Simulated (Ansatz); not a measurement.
# the pair HS2···H: levels of theory compared

We compute a comparison of 6 runs (UHF/STO-3G, B3LYP/STO-3G, HSE06/STO-3G, PBE0/STO-3G, revPBE/STO-3G, CCSD(T)/STO-3G) of the pair HS2···H. 

Program for the calculation: Ansatz 0.2.0.

29 further runs of the same task are left out: 29 set aside as unsound or not needed.

## Step 1: Starting point

H2S2 has 4 atoms, charge 0, and is taken as a singlet. The H4–S2 distance was set to 2.010 Å, away from the relaxed value.

Bond lengths: S1–S2 2.045 Å, S1–H3 1.340 Å. Angles: S2–S1–H3 98.1°. A long bond or contact: S2–H4 2.010 Å.

## Step 2: The energy at UHF/STO-3G (run 1)

Input file job.yaml:

```yaml
crystal:
  periodic: [false, false, false]
  atoms:
    - symbol: S
      position_ang: [-0.710160, -0.089120, -1.330126]
    - symbol: S
      position_ang: [-0.705290, 1.140210, 0.304494]
    - symbol: H
      position_ang: [0.424100, 0.344850, -1.895916]
    - symbol: H
      position_ang: [0.143010, -0.127830, 1.612990]
basis:
  gaussian:
    orbitals: STO-3G
magnetization:
  spin_polarized: true
hamiltonian:
  xc: hf
accuracy: high
```

Launch:

```
$ ansatz run job.yaml --threads 1 --pin off --max-ram 2610MiB --events-out events.jsonl --progress --plain --runs-dir runs
```

The program printed:

```text
Warning: RAYON_NUM_THREADS=1 ignored (pool sized by the plan → 1); use --threads N
Functional definition: HF
  name "HF"
  exchange = exact_x
  correlation = 0
342 factors; integrals over basis functions are off by at most 1.9e-8 eV
mean field evaluation 1: about -21424.5847 eV, gradient 5.8e0 eV
mean field evaluation 2: about -21424.6230 eV, gradient 5.9e0 eV
mean field evaluation 4: about -21425.0473 eV, gradient 5.2e-1 eV
mean field evaluation 8: about -21425.0527 eV, gradient 9.1e-7 eV
mean field evaluation 16: about -21426.0021 eV, gradient 6.0e-3 eV
mean field evaluation 32: about -21425.9881 eV, gradient 9.4e-2 eV
mean field evaluation 64: about -21418.9177 eV, gradient 7.8e0 eV
mean field -21425.98827088 eV, -787.3905458985 hartree, gradient 5.9e-8 eV, S^2 0.677270; 3 other end points of the search recorded, 0 dependent functions left out
reference -21425.98827088 eV, -787.3905458985 hartree; 17, 17 occupied and 3, 3 virtual orbitals, 342 factors
Total energy: -21425.98827088 eV, -787.3905458985 hartree
```

It took 0.3 s on 1 thread of Arm Neoverse V1, shared host.

## Step 3: The energy at B3LYP/STO-3G (run 2)

Input file in.yaml:

```yaml
crystal:
  periodic: [false, false, false]
  atoms:
    - {symbol: S, position_ang: [-0.710160, -0.089120, -1.330126]}
    - {symbol: S, position_ang: [-0.705290, 1.140210, 0.304494]}
    - {symbol: H, position_ang: [0.424100, 0.344850, -1.895916]}
    - {symbol: H, position_ang: [0.143010, -0.127830, 1.612990]}
basis:
  gaussian: {orbitals: STO-3G}
hamiltonian: {xc: {name: B3LYP}}
accuracy: high
```

Launch:

```
$ ansatz run in.yaml --threads 1 --pin off --max-ram 2610MiB --events-out events.jsonl --progress --plain --runs-dir runs
```

The program printed:

```text
Warning: RAYON_NUM_THREADS=1 ignored (pool sized by the plan → 1); use --threads N
Functional definition: B3LYP
  name "B3LYP"
  parameter a0 = 0.2
  parameter ax = 0.72
  parameter ac = 0.81
  exchange = (1 - a0 - ax)*slater_x + ax*b88_x + a0*exact_x
  correlation = (1 - ac)*vwn_rpa_c + ac*lyp_c
342 factors; integrals over basis functions are off by at most 1.9e-8 eV
mean field evaluation 1: about -21459.5332 eV, gradient 8.7e0 eV
mean field evaluation 2: about -21458.7079 eV, gradient 1.4e1 eV
mean field evaluation 4: about -21460.0292 eV, gradient 7.8e-1 eV
mean field evaluation 8: about -21460.0096 eV, gradient 2.1e-3 eV
mean field evaluation 16: about -21460.0096 eV, gradient 3.5e-8 eV
mean field -21460.00958516 eV, -788.6408061377 hartree, gradient 3.5e-8 eV, S^2 0.000000; 0 other end points of the search recorded, 0 dependent functions left out
reference -21460.00961049 eV, -788.6408070687 hartree; 17, 17 occupied and 3, 3 virtual orbitals, 342 factors
Total energy: -21460.00961049 eV, -788.6408070687 hartree
```

Run time: 1 s. Hardware: 1 thread of Arm Neoverse V1, shared host.

Runs 3 to 5 aren't shown in full; the table further down has their settings and results.

## Step 4: A single-point energy at CCSD(T)/STO-3G (run 6)

Changes to in.yaml since step 3:

```diff
@@ -8,4 +8,9 @@
 basis:
-  gaussian: {orbitals: STO-3G}
-hamiltonian: {xc: {name: B3LYP}}
+  gaussian:
+    orbitals: STO-3G
+correlation:
+  method: ccsd_t
+  frozen_orbitals: {H: 0, S: 5}
 accuracy: high
+scf:
+  omitted_lower_state_checks: [cluster_reference, increment]
```

Launch:

```
$ ansatz run in.yaml --threads 1 --pin off --max-ram 2610MiB --events-out events.jsonl --progress --plain --runs-dir runs
```

The program printed, cut to the lines that bear on the results:

```text
Warning: RAYON_NUM_THREADS=1 ignored (pool sized by the plan → 1); use --threads N
Functional definition: HF
  name "HF"
[...]
342 factors; integrals over basis functions are off by at most 1.9e-8 eV
[...]
mean field -21425.05270293 eV, -787.3561644102 hartree, gradient 5.1e-8 eV, S^2 0.000000; 0 other end points of the search recorded, 0 dependent functions left out; unrestricted orbitals would lower it
10 core orbitals not correlated: weight in the atoms' cores, before any rotation towards them, 1.000 or more for the frozen orbitals, at most 0.000 for the correlated occupied ones
reference -21425.05270293 eV, -787.3561644102 hartree; 7, 7 occupied and 3, 3 virtual orbitals, 342 factors
second order -2.10498612 eV of doubles, -0.00000000 eV of singles
cycle   1  -2.79783361 eV  change   -6.9e-1 eV  update   1.0e-1
[...]
cycle  26  -3.30272804 eV  change  -5.6e-10 eV  update  3.7e-10
perturbative correction -0.03577803 eV, -0.0013148184 hartree
Total energy: -21428.39120899 eV, -787.4788522453 hartree
Checks for a lower state left out: cluster_reference, increment
```

It took 0.18 s on 1 thread of Arm Neoverse V1, shared host.

## Step 5: All runs side by side

| run | level | frozen core orbitals | energy (Eh) | wall time |
| --- | --- | --- | --- | --- |
| 1 | UHF/STO-3G | – | -787.390546 | 0.3 s |
| 2 | B3LYP/STO-3G | – | -788.640807 | 1 s |
| 3 | HSE06/STO-3G | – | -788.360452 | 1.2 s |
| 4 | PBE0/STO-3G | – | -788.374378 | 0.95 s |
| 5 | revPBE/STO-3G | – | -788.503020 | 0.95 s |
| 6 | CCSD(T)/STO-3G | 10 | -787.478852 | 0.18 s |

## Step 6: Outcome

```
                                           quantity          value
                                run 6: total energy  -787.47885 Eh
run 6: correlation energy (10 core orbitals frozen)     -122.7 mEh
                              run 6: (T) correction      -1.31 mEh
                               run 6: T1 diagnostic          0.012
```

What this shows: Totals of different functionals can't be ranked against each other. In run 6 the log says that unrestricted orbitals would lower the reference, so the values rest on an unstable closed-shell determinant (other closed-shell runs at this shape may share the fault). In runs 1, 2, 3, 4, 5, 6 the basis is minimal, so the values are rough. Spin contamination of the reference: run 1 ⟨S²⟩ = 0.68. Where it is this large, the reference is a mixture of spin states, and values that rest on it are in doubt. All runs together took 4.6 s, the longest 1.2 s.
